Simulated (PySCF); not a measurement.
Gas-phase reaction: H2SiNH ⇌ SiN + 3 H

Energies from PySCF (xtb for GFN2), thermal terms from the rigid-rotor harmonic-oscillator model, ideal gas at 1 bar. † marks an energy on the PBE0/def2-TZVP geometry and frequencies; other levels use their own. 6-31G* has spherical d functions here. Open shells (unrestricted): SiN (multiplicity 2), H (multiplicity 2); the rest are closed-shell singlets. GFN2 has no spin-polarisation term. B3LYP is the form with VWN-RPA correlation. H2SiNH: computed as isolated molecules; such fragments, hydroxides, amides, oligomers or adducts are transient or little studied in the gas.

| level | ΔH°(298 K), kJ |
|---|---|
| B3LYP/6-31G* | 946 |
| BLYP/def2-TZVP† | 930 |
| GFN2-xTB | (withheld) |
| M06-2X/def2-TZVP† | 963 |
| PBE/def2-TZVP† | (withheld) |
| PBE0/def2-TZVP | (withheld) |
| r2SCAN/def2-TZVP† | 960 |
| LDA/def2-TZVP† | (withheld) |
| ωB97X-V/def2-TZVP† | 982 |

Task: What belongs in the gaps?

Result: 
- GFN2-xTB, ΔH°(298 K), kJ: 1142
- PBE/def2-TZVP†, ΔH°(298 K), kJ: 932
- PBE0/def2-TZVP, ΔH°(298 K), kJ: 954
- LDA/def2-TZVP†, ΔH°(298 K), kJ: 1045
